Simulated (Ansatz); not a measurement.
Rock-salt ZrC was calculated with r²SCAN+rVV10 in Ansatz (plane waves, PAW).

Numerical settings: plane-wave cutoff 600 eV, 16×16×16 k mesh, Fermi–Dirac smearing 0.1 eV, finite displacements, scalar-relativistic PAW data made under PBE.

Computed at the level's own relaxed cell.

```cif
data_CZr
_chemical_formula_sum 'Zr1 C1'
_space_group_name_H-M_alt 'P 1'
_space_group_IT_number 1
_cell_length_a 3.32564
_cell_length_b 3.32564
_cell_length_c 3.32564
_cell_angle_alpha 60.000
_cell_angle_beta 60.000
_cell_angle_gamma 60.000
loop_
_space_group_symop_operation_xyz
  'x, y, z'
loop_
_atom_site_label
_atom_site_type_symbol
_atom_site_fract_x
_atom_site_fract_y
_atom_site_fract_z
_atom_site_occupancy
Zr1 Zr 0.00000 0.00000 0.00000 1
C1 C 0.50000 0.50000 0.50000 1
```

Harmonic phonon frequencies (cm⁻¹; i marks an imaginary mode):

```json
[
 {"q point": "Γ", "frequencies": "[?]"},
 {"q point": "X", "frequencies": "[?]"},
 {"q point": "L", "frequencies": "182 182 333 524 524 676"}
]
```

Some entries are withheld; supply them.


- Γ, frequencies: 0 0 0 414 414 414
- X, frequencies: 209 209 265 457 457 553

No imaginary mode appears at these points.

Ansatz is a first-principles code.
